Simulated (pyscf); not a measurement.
Routes from O=Cr(=O)(F)–F + hydrogen (H₂)

Candidate steps break at most two bonds and form at most two. Each was searched with GFN2-xTB (tblite) first. Structures and frequencies: ωB97X-D3(BJ)/def2-SVP in PySCF. Energies: ωB97M-D3(BJ)/def2-TZVP, eV, from the separated reactants, singlet surface; ΔG‡ with ideal gas, 1 atm, RRHO with modes under 100 cm⁻¹ raised to 100, one conformer, R ln 2 for chiral ones without a mode under 150 cm⁻¹.

| products | type | ΔE‡ | ΔE | ΔG‡ 298 K | ΔG‡ 900 K | ν‡ (cm⁻¹) |
|---|---|---|---|---|---|---|
| O=CrH(=O)–F + HF | four-centre exchange | 1.45 | +0.47 | 1.85 | 2.62 | 1054i |
| O=CrH(OH)(F)–F | addition across a multiple bond or ene-type step | 1.98 | +0.50 | 2.36 | 3.14 | 1759i |

Plain bond fissions and candidates not yet searched are not listed, and one of them may be faster. Each barrier is that of the saddle found; lower ones may exist.
